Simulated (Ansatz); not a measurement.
CH3LiS, SMILES `[Li][S]C`. The species carries charge 0 and has multiplicity 1.

```xyz
6

Li    1.2156    2.2779    0.3335
S     0.0584    0.6807    1.1476
C    -0.2604   -0.5373   -0.1702
H     0.6640   -0.9188   -0.6079
H    -0.7973   -1.3827    0.2628
H    -0.8803   -0.1198   -0.9658
```

**Question.** List the harmonic frequencies (cm⁻¹, unscaled) at PBE0-D4/def2-TZVP in Ansatz. (Estimate.)

**Answer.** The calculation gave: 38, 131, 587, 731, 948, 962, 1339, 1475, 1481, 3042, 3115, 3123.

**Question.** Is this a minimum?

**Answer.** Yes, all 12 modes are real.

**Question.** Give the ideal-gas thermochemistry at 298.15 K and 1 bar (rigid rotor, harmonic oscillator; point group C1, symmetry number 1).

**Answer.** Zero-point energy 101.5 kJ/mol; H(298) − E = 116.5 kJ/mol; entropy 293.1 J/(mol·K), of which translation 158.6, rotation 95.6, vibration 38.9; G(298) − E = 29.1 kJ/mol. Modes under 100 cm⁻¹ are hindered rotations or soft bends, so the harmonic entropy is rough.
